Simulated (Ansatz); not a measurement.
Geometry optimisation, RKS B3LYP/def2-SVP (Ansatz).

input.yaml

```yaml
crystal:
  periodic: [false, false, false]
  atoms:
    - { symbol: S, position_ang: [-1.82938, -0.81201, 0.05892] }
    - { symbol: Si, position_ang: [0.00377, 0.0278, -0.03875] }
    - { symbol: S, position_ang: [1.80889, -0.56607, 0.64253] }
    - { symbol: H, position_ang: [0.01672, 1.35028, -0.66271] }
total_charge: -1
basis:
  gaussian: { orbitals: def2-SVP }
hamiltonian:
  xc: b3lyp
relax:
  f_tol: 0.02
  max_steps: 40
```

Run as:

```bash
$ ansatz run input.yaml --threads 1 --pin off --max-ram 2048MiB --backend cpu --events-out ev --progress --plain --runs-dir out
```

Question: Where does it end, and by what steps?

Answer: It converged. Limits of this set-up: an anion without diffuse functions, the dipole of an ion depends on the origin. After 2 steps the energy has fallen by 0.029 eV; Si2 moved furthest, 0.04 Å.

| step | energy less start (eV) | largest force component (eV/Å) | accepted |
| --- | --- | --- | --- |
| 0 | 0.0000 | 0.966 | yes |
| 1 | -0.0242 | 0.290 | yes |
| 2 | -0.0291 | 0.014 | yes |

```xyz
4
Properties=species:S:1:pos:R:3
S -1.834 -0.813 0.050
Si 0.000 0.011 -0.006
S 1.817 -0.567 0.636
H 0.017 1.368 -0.680
```

Run time: 5.2 s on 1 thread of Arm Neoverse V1 (shared host), peak memory 0.11 GiB.
